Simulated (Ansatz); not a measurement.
# AlH3O: the cost of one run

All numbers below are computed with Ansatz 0.2.0 (RKS PBE-D4/6-31G*).

**1. Starting point**

Bond lengths: Al1–O2 1.780 Å, O2–H3 1.010 Å, Al1–H4 1.560 Å, Al1–H5 1.560 Å. Angles: Al1–O2–H3 109.5°, O2–Al1–H4 120.0°, O2–Al1–H5 120.0°, H4–Al1–H5 120.0°.

Coordinates:

```xyz
5

Al    0.0000    0.0000    0.0000
O     0.0000    0.0000    1.7800
H    -0.9095   -0.2814    2.1171
H     1.3510    0.0000   -0.7800
H    -1.3510    0.0000   -0.7800
```

**2. Preparing the start**

input.yaml reads:

```yaml
crystal:
  periodic: [false, false, false]
  atoms:
    - { symbol: Al, position_ang: [0.0, 0.0, 0.0] }
    - { symbol: O, position_ang: [0.0, 0.0, 1.78] }
    - { symbol: H, position_ang: [-0.9095, -0.2814, 2.1171] }
    - { symbol: H, position_ang: [1.351, 0.0, -0.78] }
    - { symbol: H, position_ang: [-1.351, 0.0, -0.78] }
basis:
  gaussian: { orbitals: "6-31G*" }
hamiltonian:
  xc: pbe
  dispersion: d4
relax:
  f_tol: 0.02
  max_steps: 40
```

Started as:

```console
$ ansatz run input.yaml --threads 1 --pin off --max-ram 2048MiB --backend cpu --events-out ev --progress --plain --runs-dir out
```

**Question.** How long does this run take on 1 thread of Arm Neoverse V2, shared host, and how much memory does it need?

About 5.8 s, with a peak of 0.099 GiB.
